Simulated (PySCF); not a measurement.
# CHNO: the cost of one run

Computed with PySCF 2.14.0, with density-fitted response routines of our own, on a single molecule, in the gas phase or a continuum. Atoms count from 0, in the outputs and in this text.

## 1. The molecule as given

4 atoms, charge 0, multiplicity 1; geometry from: GFN2-xTB. The atoms were then displaced at random by about 0.01 Å, so the start is not that level's minimum.

Bonds of the start (Å): N0–C1 1.16, C1–O2 1.14, N0–H3 0.98.

## 2. Geometry optimisation at PBE0-D3(BJ)/def2-TZVP

The job: settings as JSON, then the geometry in Å.

```
{"job": {"xc": "PBE0", "basis": "def2-TZVP", "d3": "d3bj", "grid": 2, "shake": 0.01, "kind": "geom"}, "charge": 0, "multiplicity": 1}
N     -0.661720     0.158150     0.318430
C      0.473540    -0.020670     0.483310
O      1.559530    -0.091720     0.816060
H     -1.333350    -0.071130    -0.361250
```

Command:

```
> OMP_NUM_THREADS=1 python probes_run.py task.json out
```

This one command runs all jobs of the session in turn.

**Question.** How long does this first job take on 1 thread of Arm Neoverse N1, shared host, and how much memory does it need?

About 18 s, with a peak of 0.39 GiB.
